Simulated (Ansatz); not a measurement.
# ClF₃: taking an electron away

The task here is to estimate one member of a computed series from the others.

Computed with Ansatz 0.2.0, Gaussian basis. Level: unrestricted cation, the program's frozen cores in correlated methods.

The runs, in order: UKS PBE-D4/def2-TZVPP; UKS r2SCAN-D4/def2-TZVPP; UKS PBE0-D4/def2-TZVPP; UKS B3LYP-D4/def2-TZVPP; UKS wB97X-V/def2-TZVPP; UKS wB97M-V/def2-TZVPP; UKS B2PLYP/def2-TZVPP; UHF-CCSD(T)/def2-TZVPP; UHF-CCSD(T)/def2-QZVPP; extrapolation to the limit; then −ε(HOMO) from the neutral's earlier runs with LDA (SPW92), PBE-D4, revPBE-D4, BLYP-D4, r2SCAN-D4, B97M-V, PBE0-D4, B3LYP-D4, r2SCANh-D4, r2SCAN0-D4, HSE06-D4, BHLYP-D4, CAM-B3LYP-D4, LC-ωPBE, ωB97X-V, ωB97M-V.

## The relaxed structure

All runs share one geometry, relaxed beforehand with PBE0-D4 in a triple-zeta def2 set.

4 atoms, charge 0, spin multiplicity 1.

Atoms are counted from 1 here; the program's logs count them from 0.

Bond lengths: Cl1–F2 1.595 Å, Cl1–F3 1.693 Å, Cl1–F4 1.693 Å. Angles: F2–Cl1–F3 87.5°, F2–Cl1–F4 87.5°, F3–Cl1–F4 174.9°.

Set-up of the first run:

in.yaml

```yaml
crystal:
  periodic: [false, false, false]
  atoms:
    - {symbol: Cl, position_ang: [-0.000000, 0.000000, 0.352315]}
    - {symbol: F, position_ang: [-0.000000, -0.000000, -1.242520]}
    - {symbol: F, position_ang: [0.000000, 1.691759, 0.277637]}
    - {symbol: F, position_ang: [0.000000, -1.691759, 0.277637]}
basis:
  gaussian: {orbitals: def2-TZVPP}
total_charge: 1
magnetization: {spin_polarized: true, initial_magnetization: 1}
hamiltonian: {xc: pbe, dispersion: d4}
```

Run with:

```
> ansatz run in.yaml --threads 2 --pin off --events-out ev --progress --plain --max-ram 32768MiB --backend cpu
```

Among the steps run: Cation, UKS PBE-D4/def2-TZVPP; Cation, UKS r2SCAN-D4/def2-TZVPP; Cation, UKS PBE0-D4/def2-TZVPP; Cation, UKS B3LYP-D4/def2-TZVPP; Cation, UKS wB97X-V/def2-TZVPP; Cation, UKS wB97M-V/def2-TZVPP; Cation, UKS B2PLYP (frozen core)/def2-TZVPP; Cation, UHF-CCSD(T)/def2-TZVPP; Cation, UHF-CCSD(T)/def2-QZVPP.

One table of the session follows, with a row left open; its other results are not shown here.

It belongs to the step «Ionisation energies side by side». For comparison, −ε(HOMO) of the neutral from earlier runs:

| functional | −ε(HOMO) (eV) |
| --- | --- |
| LDA (SPW92) | 8.03 |
| PBE-D4 | 7.82 |
| revPBE-D4 | 7.74 |
| BLYP-D4 | 7.76 |
| r2SCAN-D4 | 8.26 |
| B97M-V | ? |
| PBE0-D4 | 9.75 |
| B3LYP-D4 | 9.48 |
| r2SCANh-D4 | 8.98 |
| r2SCAN0-D4 | 10.05 |
| HSE06-D4 | 9.33 |
| BHLYP-D4 | 11.63 |
| CAM-B3LYP-D4 | 11.31 |
| LC-ωPBE | 12.63 |
| ωB97X-V | 12.28 |
| ωB97M-V | 12.19 |

Estimate the missing values for B97M-V.

**Answer.** −ε(HOMO) (eV): 8.43. In the column «−ε(HOMO) (eV)» it lies between r2SCAN-D4 (8.26) and r2SCANh-D4 (8.98).
